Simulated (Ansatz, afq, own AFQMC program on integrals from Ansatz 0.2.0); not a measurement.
AFQMC on a folder of integrals that Ansatz 0.2.0 wrote.

```yaml
crystal:
  periodic: [false, false, false]
  atoms:
    - {symbol: Ge, position_ang: [0.000000, 0.000000, -0.220401]}
    - {symbol: B, position_ang: [0.000000, 0.000000, 1.664781]}
    - {symbol: H, position_ang: [0.000000, 1.313392, -0.986177]}
    - {symbol: H, position_ang: [0.000000, -1.313392, -0.986177]}
basis:
  gaussian: {orbitals: cc-pVDZ}
total_charge: 1
magnetization: {spin_polarized: false}
correlation: {method: ccsd_t, electrons: outside_noble_gas, hamiltonian_folder: ham}
```

```sh
$ ansatz run in.yaml --threads 1 --pin off --events-out ev --progress --plain --max-ram 1382MiB
```

Options of the walk:

```
--method phaseless --trial cisd --walkers 70 --populations 1 --least-time 40 --time-step 0.005 --steps-per-block 50 --equilibration-blocks 28 --max-blocks 300 --target-error 0.00034 --factor-cut 1e-05 --seed 1587 --release-times 0.24,0.51,0.99,1.62,2.4 --release-step 0.03 --release-every 4 --taylor-order 6
```

Times are imaginary, in 1/Eh. The walk had a cap of 482 s. Filled inner d shells are frozen with the cores.

Log:

```
orbitals 36  electrons 4 4  factors 288 of 546
reference energy -2100.69324206 Eh
CCSD correlation -0.16755970 Eh in 16 cycles, weight of the determinant in the CISD state 0.8265
energy of the start -2100.860802 Eh
 block  time / (1/Eh)  mean weight  energy / Eh
     1     0.250  1.0000  -2100.858577
     2     0.500  0.9985  -2100.858585
     3     0.750  1.0000  -2100.859372
     4     1.000  1.0021  -2100.861134
     5     1.250  0.9988  -2100.861558
     7     1.750  1.0005  -2100.862126
     9     2.250  1.0004  -2100.864823
    17     4.250  1.0008  -2100.865623
    33     8.250  0.9986  -2100.863082
    49    12.250  0.9997  -2100.867986
    65    16.250  1.0003  -2100.870143
    81    20.250  1.0007  -2100.866551
    97    24.250  0.9997  -2100.864827
   113    28.250  1.0023  -2100.866992
   129    32.250  1.0004  -2100.874075
   145    36.250  1.0019  -2100.866864
   161    40.250  1.0010  -2100.870671
   177    44.250  0.9976  -2100.867614
   193    48.250  0.9986  -2100.874369
   209    52.250  1.0008  -2100.866557
   225    56.250  1.0020  -2100.865116
   241    60.250  1.0005  -2100.869289
   257    64.250  1.0000  -2100.868099
   273    68.250  0.9992  -2100.879078
   289    72.250  1.0006  -2100.863297
   305    76.250  1.0004  -2100.867515
   321    80.250  0.9998  -2100.867619
blocks merged  error / Eh  count
     1  0.000265  300
     2  0.000339  150
     4  0.000437  75
     8  0.000518  37
    16  0.000511  18
    32  0.000638  9
released: time / (1/Eh)  energy / Eh  error  mean overlap
  0.24  -2100.869592  0.000620  1.0098
  0.51  -2100.870047  0.000476  1.0079
  0.99  -2100.871083  0.000617  0.9880
  1.62  -2100.871216  0.000846  0.9944
  2.40  -2100.870412  0.001067  0.9968
energy -2100.868886 +/- 0.000518 Eh
(rows thinned)
```

The run passed its tests (sampling time, drift between the halves within three errors, error under three times the target), which doesn't prove that it has relaxed.

Against this walk (error 14.1 meV) on the same determinant: CCSD(T) 86.5 meV higher, CCSDT(Q) 11.9 meV higher (within the noise). The error is statistical and leaves out the bias of the constraint. None of these is a sure reference here. Released to 1.62 1/Eh the energy lies 63 ± 27 meV (both errors) below the phaseless value, which shows part or all of the bias of the constraint, and CCSDT(Q) lies 75.3 meV above the released value.

Cautions: constraint bias not in the error; error above the target (14.1 against 9.3 meV); no relativity below Rb; no spin-orbit coupling; inner d shell frozen; another spin lies lower; restricted determinant unstable towards unrestricted (UHF 1.48 eV lower, ⟨S²⟩ 1.01); released walk and highest rung disagree (by 75 meV at 1.62 1/Eh, later times being noisier); CCSDT(Q) on the UHF determinant differs (1.10 eV lower), perhaps since the unrestricted series falls towards higher spin.

The walk took 3.2 min on 1 thread of Arm Neoverse V1 (shared host). The log's last line is the phaseless energy.

CCSDT and higher add their correlation energy to the determinant of the CCSD(T) run, since their own runs factorise the integrals more tightly (a shift of under 2 meV). A walk keeps the symmetry of its determinant, which the program's search chose and which needn't be the lowest solution, so a lower state of the same spin and another symmetry isn't excluded.
